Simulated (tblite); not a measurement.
C5H7F.
Cartesian coordinates in Å at the GFN2-xTB level; atoms count from 1:
```xyz
13
C5H7F angstrom
C      0.0011    1.5448    0.5083
C     -0.1560    0.1059    0.1095
C     -1.4719   -0.5310    0.4511
C      0.7997   -0.5554   -0.4762
C      1.7491   -1.2078   -1.0685
F      1.8726   -1.2552   -2.4201
H     -0.7733    2.1457    0.0333
H     -0.1115    1.6456    1.5874
H      0.9750    1.9281    0.2168
H     -1.5009   -1.5678    0.1282
H     -2.2808    0.0134   -0.0341
H     -1.6369   -0.4896    1.5273
H      2.5293   -1.7761   -0.5806
```

The geometry is computed with GFN2-xTB (gas phase).

Take the most abundant isotopes and a rigid rotor. 

(1) Give the principal moments of inertia and the rotational constants in MHz.

(2) What kind of rotor is it?

(3) Is it planar, by Δ = Ic − Ia − Ib?

(4) Give the other two planar moments, Paa and Pbb, and the rms extents of the mass along the axes.

(5) Where do the levels up to J = 3 lie, in MHz?

Results:

(1) Ia = 69.18, Ib = 279.27, Ic = 320.20 u·Å²; 505379 MHz·u·Å²/I gives A = 7306, B = 1810, C = 1578 MHz.

(2) A near-prolate asymmetric top; Ray's κ = -0.919.

(3) Not planar: Δ = Ic − Ia − Ib = -28.25 u·Å². For a rigid frame Δ = −2 Σ m c², so Σ m c² = 14.12 u·Å² lies off the ab plane: 5.60 from hydrogen and 8.53 from heavier atoms. The atom farthest from that plane is 1.53 Å away.

(4) Paa = Σ m a² = (Ib + Ic − Ia)/2 = 265.14 and Pbb = Σ m b² = (Ia + Ic − Ib)/2 = 55.05 u·Å². With the mass M = 86.05 u, the rms extents √(P/M) along a, b and c are 1.76, 0.80, 0.41 Å.

(5) Above 0(0,0):
J = 1: 1(0,1) 3388, 1(1,1) 8884, 1(1,0) 9115
J = 2: 2(0,2) 10157, 2(1,2) 15429, 2(1,1) 16123, 2(2,1) 32610, 2(2,0) 32618
J = 3: 3(0,3) 20292, 3(1,3) 25241, 3(1,2) 26629, 3(2,2) 42774, 3(2,1) 42810, 3(3,1) 70837, 3(3,0) 70837

Its GFN2-xTB frequencies are all real (lowest 109 cm⁻¹). Constants of a rigid frame at the computed geometry: no zero-point averaging, no centrifugal distortion.
